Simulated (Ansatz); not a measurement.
# Iridium, fcc: HSE06 after PBE

How do the levels change when part of the exchange is made exact, and what does it cost? Spin polarisation is left out. The cell comes from an earlier PBE relaxation. Exact exchange is dear, so the k-mesh is coarse, and PBE is run on the same mesh for comparison.

Method: DFT, plane waves (420 eV) with PBE-made PAW files, scalar-relativistic; functionals as named at each step, in Ansatz 0.2.0.

### 1 The system as given

The structure is cubic, space group Fm-3m (No. 225). The conventional cell has a = 3.872 Å, b = 3.872 Å, c = 3.872 Å, α = 90.00°, β = 90.00°, γ = 90.00°. Ir (site symmetry m-3m) has 12 Ir at 2.74 Å as nearest neighbours.

Coordinates:

```cif
data_structure
_symmetry_space_group_name_H-M 'P 1'
_symmetry_Int_Tables_number 1
_cell_length_a 2.7380
_cell_length_b 2.7380
_cell_length_c 2.7380
_cell_angle_alpha 60.000
_cell_angle_beta 60.000
_cell_angle_gamma 60.000
_cell_volume 14.51
loop_
_atom_site_label
_atom_site_type_symbol
_atom_site_fract_x
_atom_site_fract_y
_atom_site_fract_z
_atom_site_occupancy
Ir1 Ir 0.00000 0.00000 0.00000 1
```

### 2 PBE, coarse mesh

The run with PBE.

input.yaml reads:

```yaml
crystal:
  lattice:
    - [0.0, 1.9360622003, 1.9360622003]
    - [1.9360622003, 0.0, 1.9360622003]
    - [1.9360622003, 1.9360622003, 0.0]
  atoms:
    - { symbol: Ir, position: [0.0, 0.0, 0.0] }
hamiltonian:
  xc: pbe
  pseudopotentials:
    kind: paw
    azcp:
      Ir: "pseudopotentials/Ir.paw.azcp"
basis:
  ecutwfc: 420
  fft_grid_basis: typed
kpoints:
  mp_grid: { grid: [7, 7, 7], shift: [0, 0, 0] }
magnetization:
  spin_polarized: false
scf:
  occupations: { method: fermi_dirac, width: 0.1 }
```

The program printed, cut to the lines that bear on the results:

```text
Warning: RAYON_NUM_THREADS=4 ignored (pool sized by the plan → 4); use --threads N
[...]
Pseudopotentials: kind: paw
Pseudopotential: Ir, paw, valence charge 17, recommended cutoff 420 eV (normal), <dir>
Functional definition: PBE
[...]
Crystal: 1 atoms, lattice volume = 14.514 Å³
Basis set: ecut = 420 eV, 283 PW (Γ)
Bands: 13, of which v1, the nominal top of the filled ones, is band 9 counted from 1 (8 counted from 0)
Symmetry: 48 space group operations
Space group: Fm-3m (ITA 225), of the structure as read, at distance tolerance 2.4e-5 Å
k-points: 20 of 343
[...]
SCF iter   1: F=—  HF=-11935.392169 eV  |F-HF|=—  |Δ(HF+E_count)|=         —  Δρ=5.96e-3  dr2=9.50e-4  ethr=1.77e-3  ⟨swp⟩=5.0  Hψ=1309  notcnv=0
[...]
SCF iter   6: F=-11935.393014 eV  HF=-11935.393014 eV  |F-HF|=6.55e-10  |Δ(HF+E_count)|=   3.25e-9  Δρ=4.02e-6  dr2=1.35e-9  ethr=3.49e-11  ⟨swp⟩=1.0  Hψ=707  notcnv=0
[...]
SCF converged after 6 iterations
Free energy (F): -11935.393014 eV
[...]
E sigma→0 (E₀):  -11935.383262 eV
Entropy (-TS):   -0.019503 eV (-19.503 meV/atom)
Fermi energy:    25.095048 eV
[...]
```

Run time: 0.27 s. Hardware: 4 threads of an x86-64 CPU, shared host; peak memory 0.38 GiB.

### 3 HSE06 on the coarse mesh

The run with HSE06.

input.yaml: that of step 2 with these lines changed.

```diff
@@ -8,3 +8,3 @@
 hamiltonian:
-  xc: pbe
+  xc: hse06
   pseudopotentials:
```

The program printed, cut to the lines that bear on the results:

```text
Warning: RAYON_NUM_THREADS=4 ignored (pool sized by the plan → 4); use --threads N
[...]
[... 2 set-up lines as earlier in the session ...]
Functional definition: HSE06
[...]
Crystal: 1 atoms, lattice volume = 14.514 Å³
Basis set: ecut = 420 eV, 283 PW (Γ)
Bands: 13, of which v1, the nominal top of the filled ones, is band 9 counted from 1 (8 counted from 0)
[... 2 set-up lines as earlier in the session ...]
k-points: 20 of 343
[...]
SCF iter   1: F=—  HF=-11935.391680 eV  |F-HF|=—  |Δ(HF+E_count)|=         —  Δρ=7.71e-3  dr2=3.40e-3  ethr=1.77e-3  ⟨swp⟩=6.5  Hψ=1068  notcnv=0
[...]
Frozen-core exchange: fock
[...]
SCF 2 stopped early in 5 iterations: F = -11937.024612 eV  dr2 = 5.10e-6
hybrid outer 1: dexx = +6.859e-3 eV, tail = 2.88e-5 eV
[...]
Frozen-core exchange: fock
[...]
hybrid outer 2: dexx = +8.853e-7 eV, tail = 6.80e-8 eV, Δε = 3.88e-3 eV (about 2.15e-4 eV left of the loop's levels)
hybrid SCF converged: 2 outer / 8 inner (+6 warm-up), last move |dexx| = 8.85e-7 eV, tail = 6.80e-8 eV
Stability not checked: this state was not tested for a lower state beside it, because the functional holds exact exchange (a hybrid, or Hartree-Fock), whose exchange loop this test does not read (fock_operator; see scf.lower_state_search)
Free energy (F): -11937.024599 eV
Frozen-core exchange: fock
[...]
E sigma→0 (E₀):  -11937.020457 eV
Entropy (-TS):   -0.008285 eV (-8.285 meV/atom)
Fermi energy:    24.492455 eV
[...]
--- Band table (eV; the first three rows and the last of 20) ---
  k-point 0: bands = ["-72.5016", "-27.5694", "-27.5694", "-27.5694", "12.7249", "20.2718", "20.2718", "20.2718", "22.8279", "22.8279", "39.2714"]
[...]
  guard bands above this table: 2 of the run's 13 bands. The solve was not asked for them (output.publish_guard_bands: true or output.eigenvalues: true publishes all)
```

Run time: 3.6 s. Hardware: 4 threads of an x86-64 CPU, shared host; peak memory 0.79 GiB.

### 4 The functionals compared

```tsv
functional	gap on the mesh	Fermi energy (eV)	SCF cycles	exchange loops	CPU time
PBE	none (levels filled in part)	25.095	6	-	0.44 s
HSE06	none (levels filled in part)	24.492	14	2	9.2 s
```

### 5 Outcome

```
                         quantity                         value
                         PBE: gap  none (levels filled in part)
                       HSE06: gap  none (levels filled in part)
HSE06: SCF cycles, exchange loops                         14, 2
 HSE06: CPU time over that of PBE                            21
```

**Reading.** Both PBE and HSE06 leave levels filled in part. HSE06 cost 21 times the CPU time of PBE. The exchange operator of HSE06 was renewed in 2 outer loops. Absolute energies differ from functional to functional, by eV per atom at times, and say nothing by themselves.
